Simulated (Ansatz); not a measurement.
For rock-salt NaF, PBE (Ansatz, a quantum-chemistry and plane-wave program, PAW) gives:

* **band gap at the measured cell**: 6.32 eV
* **elastic constant C11**: 90.0 GPa
* **elastic constant C44**: 26.8 GPa
* **polycrystal shear modulus**: 29.5 GPa

### Question
What does B3LYP (VWN-RPA form) (Ansatz, plane waves, PAW) give for the same quantities?

### Answer

- band gap at the measured cell: 8.70 eV (grows by 2.38 eV)
- elastic constant C11: 101 GPa (goes up by 12 %)
- elastic constant C44: 29.2 GPa (rises by 9.0 %)
- Voigt–Reuss–Hill shear modulus: 32.6 GPa (grows by 11 %)

For comparison: band gap 11.7 eV (measured, temperature not stated, no zero-point or thermal correction, sources range from 11.50 to 11.70; as tabulated in Koller et al. (2013), arXiv:1304.4470); elastic constant C11 108 GPa (measured, 4 K, no zero-point or thermal correction; as tabulated in X. Wang et al., RSC Advances (2016)); elastic constant C44 29.0 GPa (measured, 4 K, not corrected to a static lattice; as tabulated in X. Wang et al., RSC Advances (2016)).

Changes are worked out from the printed values.

Unless a cell is named, each level is at its own relaxed cell.

Density-functional gaps are differences of (generalised) Kohn–Sham levels.

Ansatz's density-functional and Hartree–Fock values are scalar-relativistic unless marked +SOC, with PAW data made under PBE.
